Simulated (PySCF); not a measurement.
## Unknown compound

An unknown has the formula C$_{2}$H$_{3}$Cl$_{3}$. Its calculated NMR data are:

¹H NMR (300 MHz, computed): δ 5.74 (t, 1H), 3.77 (d, 2H).

¹³C{¹H} NMR (computed): δ 85.8 (CH), 57.3 (CH2).

Non-relativistic, equivalent nuclei averaged, no solvent model, one conformer. PBE0-D3(BJ)/def2-TZVP geometry; PBE0/pcSseg-2 with gauge-including orbitals; PySCF 2.14.0 with density-fitted response routines.

Referencing at the same level of theory: TMS for ¹H (σ = 31.52 ppm), ¹³C (σ = 186.03 ppm).

Problem. Deduce the structure.

Solution. 
- Rings plus π bonds: 0.
- 2 carbon signals for 2 carbons: no two carbons are equivalent.
- Carbon types of the structure: 1 × CH, 1 × CH2, which accounts for all hydrogens.
- δC 85.8: sp3 CH bonded to 2 Cl; 2 electronegative neighbours deshield it.
- δC 57.3: sp3 CH2 bonded to Cl; the inductive effect lowers its shielding.
- δH 5.74: hydrogen on an sp3 CH bonded to 2 Cl; its carbon carries Cl, which withdraws density.
- δH 3.77: hydrogen on an sp3 CH2 bonded to Cl; its carbon carries Cl, which withdraws density.

Structure: `ClCC(Cl)Cl`.

The shifts were computed for this structure.

Carbons that carry Cl, above all several Cl atoms, come out too deshielded, partly because spin–orbit coupling is missing. Shifts are as computed. Against solution values, carbons near 30 ppm lie about +3 ppm off and those near 130 ppm about +9 ppm; carbons on Cl a further +4 ppm. Of 1211 compounds with measured shifts, 218 miss one by over three times the rms of a fit or turn the order of signals round; such compounds aren't used in these exercises. No couplings were computed; multiplicities are counted from neighbouring protons, with m where these are inequivalent, close in shift, in a saturated or five-membered ring or joined by F or P, and br s for small geminal =CH2 splittings.
